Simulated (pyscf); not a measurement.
Routes from `[CH3][CH]([Cl])[Cl]` + `[H]` [doublet]

Candidate steps break at most two bonds and form at most two. Each was searched with GFN2-xTB (tblite) first. PySCF, gas phase, ωB97X-D3(BJ)/def2-SVP geometries. Energies: ωB97M-D3(BJ)/def2-TZVP, eV, from the separated reactants, doublet surface; ΔG‡ with ideal gas, 1 atm, RRHO with modes under 100 cm⁻¹ raised to 100, one conformer, R ln 2 for chiral ones without a mode under 150 cm⁻¹.

| products | type | ΔE‡ | ΔE | ΔG‡ 298 K | ΔG‡ 900 K | ν‡ (cm⁻¹) |
|---|---|---|---|---|---|---|
| H₃C–CH•–Cl + HCl | atom transfer | 0.43 | -1.06 | 0.66 | 1.18 | 1172i |
| H₃C–CH₂–Cl + Cl• | substitution at C | 1.29 | -0.97 | 1.58 | 2.20 | 1548i |

Row 2: On the product side the descent ends in what is likely a three-electron adduct, which functionals tend to overbind, 0.31 eV under the separated species and 2.58 eV under the saddle at ωB97X-D3(BJ)/def2-TZVP. 

Plain bond fissions and candidates not yet searched are not listed, and one of them may be faster. Each barrier is that of the saddle found; lower ones may exist. Left out: orbital degeneracy and the spin-orbit lowering of Cl.
